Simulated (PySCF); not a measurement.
H4NP.
Atom-mapped SMILES: `[NH:1]=[PH3:2]` (hydrogens: H3 on N1; H4, H5, H6 on P2)

Structure used (GFN2-xTB), in Å, numbered top down from 1:
```
atom  x, y, z in Å
N1     1.100    0.647   -0.116
P2    -0.284   -0.018    0.014
H3     1.885    0.014   -0.110
H4    -0.796   -0.894   -0.951
H5    -1.225    0.985   -0.011
H6    -0.677   -0.731    1.153
```

The calculation used PySCF 2.14.0, density-fitted response routines, TDDFT CAM-B3LYP/def2-SVPD, vertical, gas phase, core orbitals frozen in the response.

Computed states:

```json
{"state": "S1", "E (eV)": "5.44", "f": "0.020"}
{"state": "S2", "E (eV)": "6.26", "f": "0.016"}
{"state": "S3", "E (eV)": "6.55", "f": "0.031"}
{"state": "S4", "E (eV)": "6.78", "f": "0.0018"}
{"state": "S5", "E (eV)": "7.19", "f": "0.0027"}
{"state": "S6", "E (eV)": "7.58", "f": "0.111"}
{"state": "S7", "E (eV)": "7.93", "f": "0.0024"}
{"state": "S8", "E (eV)": "8.04", "f": "0.0098"}
```

Each state is given a Gaussian of 0.4 eV full width at half maximum, with ε(max) = 2.175×10⁸ f / Δν̃ (Δν̃ the width in cm⁻¹). The cross-section is σ = 3.8235×10⁻²¹ ε cm², given in Mb (10⁻¹⁸ cm²). The width is an assumption, not a result. The curve ends short of the highest state used, and states not computed would add to its high-energy end.

Question: Give the broadened spectrum and its maxima.

Answer: 
| E (eV) | σ (Mb) |
| --- | --- |
| 4.84 | 0.01 |
| 4.95 | 0.08 |
| 5.07 | 0.48 |
| 5.18 | 1.59 |
| 5.29 | 3.50 |
| 5.41 | 5.13 |
| 5.52 | 4.69 |
| 5.63 | 2.83 |
| 5.75 | 1.05 |
| 5.86 | 0.53 |
| 5.97 | 1.07 |
| 6.09 | 2.79 |
| 6.20 | 4.90 |
| 6.31 | 6.88 |
| 6.43 | 8.66 |
| 6.54 | 9.07 |
| 6.65 | 7.28 |
| 6.77 | 3.98 |
| 6.88 | 1.75 |
| 6.99 | 0.91 |
| 7.11 | 1.33 |
| 7.22 | 3.68 |
| 7.33 | 10.08 |
| 7.44 | 20.52 |

Maxima: 228 nm (5.44 eV), ε about 1400, made up of S1 (100%); 190 nm (6.51 eV), ε about 2400, made up of S2 (15%) and S3 (84%) (ε in L mol⁻¹ cm⁻¹; maxima over ε = 5, shares over 10%). At its high-energy end, 7.44 eV, the curve is still rising (ε about 5400, from S6).

Question: On this curve, what absorbance would a 10⁻⁵ mol/L sample give at 193 nm over a 1 cm path?

Answer: 193 nm is 6.424 eV, where ε is about 2200 L mol⁻¹ cm⁻¹, so A = ε c l ≈ 0.022 (Beer–Lambert, with the gas-phase spectrum and the assumed width).

Question: Coming from long wavelengths, where does ε first pass 100 L mol⁻¹ cm⁻¹?

Answer: At about 245 nm (5.05 eV), 0.39 eV below S1.

Question: What would ε be at 6.51 eV, the highest of these maxima, with half the width (0.2 eV)?

Answer: About 3690 L mol⁻¹ cm⁻¹ against 2400, a factor of about 1.5; a lone state at its own centre would give exactly 2.
